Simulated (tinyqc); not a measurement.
Extended Hueckel theory, for LiF-, step by step. The parameters take no account of the charge, which enters only through the electron count, and nothing here shows that the anion is bound. One step of it, computed by the program tinyqc.

Problem. Wolfsberg-Helmholz matrix. H_ij = K' S_ij (H_ii + H_jj)/2 for i != j (the diagonal keeps H_ii), with K' = K + D^2 + D^4 (1 - K), D = (H_ii - H_jj)/(H_ii + H_jj), K = 1.5.

overlap S, lower triangle:
```
,1Li 2s,1Li 2px,1Li 2py,1Li 2pz,2F 2s,2F 2px,2F 2py,2F 2pz
1Li 2s,1.000000
1Li 2px,0.000000,1.000000
1Li 2py,0.000000,0.000000,1.000000
1Li 2pz,0.000000,0.000000,0.000000,1.000000
2F 2s,0.238450,0.000000,0.000000,0.371569,1.000000
2F 2px,0.000000,0.104214,0.000000,0.000000,0.000000,1.000000
2F 2py,0.000000,0.000000,0.104214,0.000000,0.000000,0.000000,1.000000
2F 2pz,-0.071429,0.000000,0.000000,-0.093857,0.000000,0.000000,0.000000,1.000000
```

diagonal H_ii (eV): 1Li 2s -5.400000, 1Li 2px -3.500000, 1Li 2py -3.500000, 1Li 2pz -3.500000, 2F 2s -40.000000, 2F 2px -18.100000, 2F 2py -18.100000, 2F 2pz -18.100000

K = 1.500000

Give: H.

Solution.

H (eV), lower triangle:
```
,1Li 2s,1Li 2px,1Li 2py,1Li 2pz,2F 2s,2F 2px,2F 2py,2F 2pz
1Li 2s,-5.4000
1Li 2px,0.0000,-3.5000
1Li 2py,0.0000,0.0000,-3.5000
1Li 2pz,0.0000,0.0000,0.0000,-3.5000
2F 2s,-10.3501,0.0000,0.0000,-15.8094,-40.0000
2F 2px,0.0000,-2.0850,0.0000,0.0000,0.0000,-18.1000
2F 2py,0.0000,0.0000,-2.0850,0.0000,0.0000,0.0000,-18.1000
2F 2pz,1.4683,0.0000,0.0000,1.8778,0.0000,0.0000,0.0000,-18.1000
```
